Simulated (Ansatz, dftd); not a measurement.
Reaction: CH3NO (SMILES O=CN) → CH3NO (parent SMILES NC=O, triplet)
Each species at its own B3LYP-D3(BJ)/def2-TZVP minimum (Ansatz, a program for electronic structure), one conformer.

Property: adiabatic triplet-singlet gap (electronic), in kJ/mol. UHF or UKS for unpaired electrons; spin-orbit terms are left out. CBS(X,Y): correlation extrapolated as X^-3, Hartree-Fock from the larger set. A bracket is a step between two methods taken in the basis named. The functionals are non-relativistic, so their misses hold any scalar relativity. Double hybrids freeze cores in their MP2 part. 'core' is core correlation in cc-pwCVTZ, 'X2C' scalar relativity in cc-pVTZ-DK, both at CCSD(T). The spin of CH3NO (parent SMILES NC=O, triplet) was assumed, and the state is the lowest solution found for it.

| level | program | adiabatic triplet-singlet gap (kJ/mol) |
|---|---|---|
| PBE0-D3(BJ)/def2-TZVPD | Ansatz + dftd3 | 373.3 |
| PBE0-D4/def2-TZVPD | Ansatz + dftd4 | 373.4 |
| B2PLYP-D4/def2-TZVPD | Ansatz + dftd4 | 397.6 |

### Question
Estimate the value at CCSD(T)/CBS(cc-pVTZ,cc-pVQZ) + [CCSDT(Q) - CCSD(T)]/cc-pVDZ + core + X2C (Ansatz).

### Answer
404.9 kJ/mol; the difference of B2PLYP-D4/def2-TZVPD is -7.3 kJ/mol.
